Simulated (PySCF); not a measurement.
**A thermochemical cycle for SiCl**

MP2 in PySCF with def2-TZVPPD on every atom, for the lowest determinant that a PBE0 search found; no spin–orbit coupling. SiCl, a doublet (π ↑), has De = 4.38 eV to neutral atoms, and SiCl⁺, a singlet (closed shell), has De = 5.27 eV to Si⁺ + Cl.

The adiabatic ionisation energy of SiCl, between the minima, is 7.15 eV.

Question: Which ionisation energy of the Si atom does this level give?

Answer: IE(Si) = IE(molecule) + De(ion) − De(neutral) = 7.15 + 5.27 − 4.38 = 8.04 eV; the measured value is 8.152 eV (NIST ASD).

Correlated steps freeze 10 core orbitals. For an ion De counts to the pair picked by the measured ionisation energies or electron affinities, which need not be the lowest pair at this level. Where the molecule has an RHF reference, its open-shell atoms are computed with UHF. States were picked by a PBE0 search and need not be the measured ground states.
